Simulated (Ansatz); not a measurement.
Ansatz (a program for electronic structure) input (HF/3-21G): The .json file is the Basis Set Exchange's 3-21G.

Ansatz 0.2 input:
```yaml
crystal:
  periodic: [false, false, false]
  atoms:
    - {symbol: C, position_ang: [0.00000000, -0.00000000, 0.00000000]}
    - {symbol: H, position_ang: [-0.00983673, 1.07734713, -0.02042241]}
    - {symbol: H, position_ang: [0.93780481, -0.53060069, -0.01325620]}
    - {symbol: H, position_ang: [-0.92796808, -0.54674644, 0.03367861]}
basis:
  gaussian:
    orbitals: 3-21G.json
hamiltonian:
  xc: {name: HF}
total_charge: 1
phonons: {temperatures: {t_min: 298.15, t_max: 298.15, t_step: 100}}
```

Problem. Which harmonic wavenumbers does it give?

Solution. 1496, 1526, 1526, 3199, 3399, 3399 cm⁻¹ (unscaled; negative means imaginary).
